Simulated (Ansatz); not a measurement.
**AlClH4N+ (SMILES [NH3+][AlH][Cl]): functionals against CCSD(T) at one geometry**

A test off equilibrium: a structure displaced at random from a GFN2-xTB minimum is computed at several levels, and each is set against CCSD(T).

Method: single points in def2-TZVPP; program: Ansatz 0.2.0, Gaussian basis.

Correlated methods freeze the cores.

## (1) Where the work starts

SMILES `[NH3+][AlH][Cl]`, 7 atoms, charge 1, spin multiplicity 1.

Atoms are counted from 1 here; the program's logs count them from 0.

Bond lengths: N1–Al2 2.018 Å, N1–H4 1.030 Å, N1–H5 1.037 Å, N1–H6 0.996 Å, Al2–Cl3 1.967 Å, Al2–H7 1.528 Å. Angles: Al2–N1–H4 113.3°, Al2–N1–H5 113.6°, Al2–N1–H6 113.6°, H4–N1–H5 103.4°, H4–N1–H6 106.0°, H5–N1–H6 105.9°, N1–Al2–Cl3 114.9°, N1–Al2–H7 100.7°, Cl3–Al2–H7 144.4°.

Coordinates:

```xyz
7
charge 1, multiplicity 1
N    -0.7057    0.3721   -0.2746
Al    1.0357   -0.4435    0.3388
Cl    0.8512   -1.8973    1.6506
H    -1.3210   -0.2970   -0.7587
H    -0.5861    1.1342   -0.9671
H    -1.2483    0.7584    0.4655
H     2.0356    0.3645   -0.4878
```

## (2) CCSD(T)/def2-TZVPP

The input, run/in.yaml:

```yaml
crystal:
  periodic: [false, false, false]
  atoms:
    - {symbol: N, position_ang: [-0.705700, 0.372100, -0.274600]}
    - {symbol: Al, position_ang: [1.035700, -0.443500, 0.338800]}
    - {symbol: Cl, position_ang: [0.851200, -1.897300, 1.650600]}
    - {symbol: H, position_ang: [-1.321000, -0.297000, -0.758700]}
    - {symbol: H, position_ang: [-0.586100, 1.134200, -0.967100]}
    - {symbol: H, position_ang: [-1.248300, 0.758400, 0.465500]}
    - {symbol: H, position_ang: [2.035600, 0.364500, -0.487800]}
basis:
  gaussian: {orbitals: def2-TZVPP}
total_charge: 1
correlation: {method: ccsd_t}
output: {forces: true}
```

The command line of these runs was not kept.

## (3) PBE0-D4/def2-TZVPP

Edit run/in.yaml of step 2 so:

```diff
@@ -13,3 +13,3 @@
 total_charge: 1
-correlation: {method: ccsd_t}
-output: {forces: true}
+hamiltonian: {xc: pbe0, dispersion: d4}
+output: {forces: true, orbitals: {seedname: orbitals}}
```

## (4) wB97M-V/def2-TZVPP

Edit run/in.yaml of step 3 so:

```diff
@@ -13,3 +13,3 @@
 total_charge: 1
-hamiltonian: {xc: pbe0, dispersion: d4}
-output: {forces: true, orbitals: {seedname: orbitals}}
+hamiltonian: {xc: {name: wB97M-V}}
+output: {forces: true}
```

## (5) r2SCAN-D4/def2-TZVPP

Edit run/in.yaml of step 4 so:

```diff
@@ -13,3 +13,3 @@
 total_charge: 1
-hamiltonian: {xc: {name: wB97M-V}}
+hamiltonian: {xc: r2scan, dispersion: d4}
 output: {forces: true}
```

## (6) PBE-D4/def2-TZVPP

Edit run/in.yaml of step 5 so:

```diff
@@ -13,3 +13,3 @@
 total_charge: 1
-hamiltonian: {xc: r2scan, dispersion: d4}
+hamiltonian: {xc: pbe, dispersion: d4}
 output: {forces: true}
```

## (7) B97M-V/def2-TZVPP

Edit run/in.yaml of step 6 so:

```diff
@@ -13,3 +13,3 @@
 total_charge: 1
-hamiltonian: {xc: pbe, dispersion: d4}
+hamiltonian: {xc: {name: B97M-V}}
 output: {forces: true}
```

## (8) revPBE-D4/def2-TZVPP

Edit run/in.yaml of step 7 so:

```diff
@@ -13,3 +13,3 @@
 total_charge: 1
-hamiltonian: {xc: {name: B97M-V}}
+hamiltonian: {xc: {name: revPBE}, dispersion: d4}
 output: {forces: true}
```

(Steps that only read results are left out.)

Q: Predict the outcome of this session. Wanted: energy less free atoms, CCSD(T)/def2-TZVPP; RMS force component; RMS force error; HOMO and LUMO, PBE0-D4; T1 diagnostic.

As calculated:

```
                                  quantity                                                                                            value
energy less free atoms, CCSD(T)/def2-TZVPP                                                                                   -1408.6 kJ/mol
                       RMS force component                                                             0.704 to 0.795 eV/Å over the methods
                           RMS force error  PBE0-D4 0.075, wB97M-V 0.057, r2SCAN-D4 0.056, PBE-D4 0.145, B97M-V 0.142, revPBE-D4 0.145 eV/Å
                    HOMO and LUMO, PBE0-D4                                                                              -14.39 and -6.28 eV
                             T1 diagnostic                                                                                            0.008
```

Against CCSD(T) the functionals' energies less atoms differ by -78.4 to -11.4 kJ/mol, PBE-D4 by -57.9 kJ/mol. The reference is not at the basis limit: in triple zeta CCSD(T) underbinds, which counts against methods that bind more; the gaps are no ranking. On forces the order runs from r2SCAN-D4 to revPBE-D4. Frozen-core CCSD(T) forces in triple zeta carry basis errors of their own, and this is one geometry, so small gaps rank nothing.
